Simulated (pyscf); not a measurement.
Optimised with ωB97X-D3(BJ)/def2-SVP in PySCF.

For `[NH][W]([F])([F])([F])([F])[F]` [doublet] + `[H][H]` → `[NH2][W]([F])([F])([F])([F])[F]` + `[H]` [doublet], a hydrogen abstraction (doublet surface; H–H broken, H–N formed), PBE/def2-TZVP gives ΔE‡ = 2.3 kJ/mol and ΔE = -51.9 kJ/mol (zero: the separated reactants). In which direction and how far do PBE0-D3(BJ)/def2-TZVP, M06-2X/def2-TZVP, ωB97M-D3(BJ)/def2-TZVP move these?

PBE0-D3(BJ): ΔE‡ = 13.5 kJ/mol, ΔE = -58.0 kJ/mol; M06-2X: ΔE‡ = 27.1 kJ/mol, ΔE = -61.0 kJ/mol; ωB97M-D3(BJ): ΔE‡ = 26.1 kJ/mol, ΔE = -54.5 kJ/mol. PBE's barrier lies under all of them, by 11.1 to 24.7 kJ/mol. Its reaction energy lies over all of them, by 2.6 to 9.0 kJ/mol. Low barriers are usual for a GGA, whose delocalisation error favours stretched bonds. This is the saddle that the search found; another between the same sides may lie lower. The angle at the transferred H is 170°. Open-shell species with a d-block atom are single-reference here; other states, and whether the spin sits on metal or ligand, were not checked. Elements past Kr carry the def2 core potentials, without spin-orbit coupling.
